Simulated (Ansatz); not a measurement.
`NBN` + H–F → `NBF` + NH₃ at 500 K and 1 bar (ligand exchange at a B–N bond).

Program: Ansatz. Geometries: PBE0-D4/def2-TZVP. ΔE: electronic, gas phase. CCSD(T)/CBS adds triple-zeta CCSD(T) − MP2 to the extrapolated MP2 energy (def2 sets, frozen cores). This one scheme is used for every species. Each species was taken in one conformer, which may not be the lowest.

| species | CCSD(T)/CBS energy (Eh) | H − E (kJ/mol) | S (J/(mol·K)) |
| --- | --- | --- | --- |
| `NBN` | -137.29421 | 206.5 | 305.9 |
| H–F | -100.39570 | 39.4 | 188.7 |
| `NBF` | -181.19761 | 137.2 | 290.8 |
| NH₃ | -56.50880 | 108.2 | 211.8 |

H − E and S are ideal-gas, rigid-rotor, harmonic terms from PBE0-D4/def2-TZVP, for one conformer and one mirror image of each species. 1 Eh = 2625.50 kJ/mol, R = 8.31446 J/(mol·K).

**Question.** By hand: ΔE, ΔH, ΔS and ΔG.

**Answer.** ΔE = (-181.19761) + (-56.50880) − (-137.29421) − (-100.39570) = -0.01650 Eh = -43.3 kJ/mol. Δ(H − E) = 137.2 + 108.2 − 206.5 − 39.4 = -0.5, so ΔH = -43.8 kJ/mol. ΔS = 290.8 + 211.8 − 305.9 − 188.7 = 8.0 J/(mol·K). ΔG = -43.8 − 500 × (8.0)/1000 = -47.8 kJ/mol.

**Question.** By hand: the equilibrium constant, and the temperature at which ΔG would vanish if ΔH and ΔS stayed fixed.

**Answer.** log₁₀ K = −ΔG/(RT ln 10) = 5.0. ΔH and −TΔS have one sign here, so there is no such temperature.

The number of gas molecules stays the same, so ΔS is small and ΔH decides. A doubt of 5 kJ/mol in ΔE shifts log₁₀ K by 0.5 here. Other conformers and mirror images would add mixing entropy, several J/(mol·K) or more a flexible species. These are equilibria of isolated gas molecules and say nothing of rates. Largest T1 diagnostic: 0.012 (customary marks: 0.02 for closed shells, 0.045 for open ones).

ΔS is within the doubt of such terms, so its sign, and with it that verdict, could turn.
